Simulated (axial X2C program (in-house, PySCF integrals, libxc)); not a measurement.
# Potential curves of SiH⁻, with spin–orbit coupling

All values were computed with an axial X2C code built on PySCF integrals. Two-component (2c) means X2C with spin–orbit coupling and atomic mean-field two-electron Coulomb and Gaunt terms. Basis: Si dyall-av3z [9s8p3d2f], H dyall-av3z [7s3p2d] (cores contracted in-house); Gaussian nuclei, density fitting, unrestricted open shells. Masses: Si 27.977 u, H 1.008 u.

State: Ω = 1 (⟨Sz⟩ = 1.00, ⟨Lz⟩ = 0.00 at PBE0). Energies in kJ/mol from the fragments at the same level (Si- + H). Fits are polynomials in 1 − R0/R over 0.85 to 1.23 times the lowest point R0.

```
 R (Å)     PBE0      M06      MP2  CCSD(T)
1.3581  -253.28  -271.69  -235.78         
1.4205  -272.40  -289.61  -254.22  -272.15
1.4673  -280.90  -297.27  -262.17  -280.54
1.5142  -285.44  -301.01  -266.12  -285.00
1.5610  -286.75  -301.58  -266.82  -286.28
1.6156  -285.05  -299.10  -264.41  -284.59
1.6703  -280.64  -294.01  -259.27  -280.26
1.7405  -272.04  -284.75  -249.77  -271.86
1.8264  -258.45  -270.73  -235.13         
1.9512  -235.36  -247.73  -210.73
```

Correlated methods: 6 electrons correlated (number of frozen shells: Si 2 s, 1 p; H none), 150 virtual spin orbitals or spinors in MP2, 90 natural virtuals in coupled cluster.

The state is a single determinant with fixed occupations, the lowest that a limited PBE0 search found. Dissociation energies refer to the lowest single-determinant-based atoms at the same level and basis. Density functionals use the spin component along the axis (collinear). Coupled cluster ran in a truncated set of natural virtual spinors; the MP2 energy of the rest was added. (T) has no such correction and the atoms are truncated less, which lowers De at CCSD(T) by a hundredth of an eV or more. PBE0 can misorder states that lie within some tenths of an eV, so this need not be the ground state of the molecule. The nearest other 2c determinant of the search, Ω = 0, lies 0.71 eV up at the distance of the search. Without a current term, density functionals place determinants with orbital angular momentum somewhat too high. With several unpaired electrons one determinant need not be a pure state. Open-shell Ω = 0 determinants with evenly filled partner blocks cannot be reached by this program, so the Ω shown need not be the lowest component. This is the Ω = 1 component of a π² triplet; the 0⁺ component is not one determinant and can lie lowest. The highest occupied level of some functionals is positive through self-interaction error; at Hartree–Fock it is bound. Coupled cluster ran on the points near the minimum only. MP2 and coupled cluster on one determinant become unreliable at the stretched end.

Task: Fit the PBE0 curve near its minimum: give the equilibrium distance, the harmonic wavenumber and the well depth.

Result: At PBE0, 2c: Re = 1.560 Å, ωe ≈ 1850 cm⁻¹, De = 2.97 eV to Si- + H; Be follows as 7.12 cm⁻¹.

Task: Fit the M06 curve near its minimum: give the equilibrium distance, the harmonic wavenumber and the well depth.

Result: At M06, 2c: Re = 1.547 Å, ωe ≈ 1890 cm⁻¹, De = 3.13 eV to Si- + H; Be follows as 7.24 cm⁻¹.

Task: Fit the MP2 curve near its minimum: give the equilibrium distance, the harmonic wavenumber and the well depth.

Result: At MP2, 2c: Re = 1.549 Å, ωe ≈ 1900 cm⁻¹, De = 2.77 eV to Si- + H; Be follows as 7.22 cm⁻¹.

Task: What are Re, ωe and De at the CCSD(T) level?

Result: At CCSD(T), 2c: Re = 1.559 Å, ωe ≈ 1840 cm⁻¹, De = 2.97 eV to Si- + H; Be follows as 7.13 cm⁻¹.
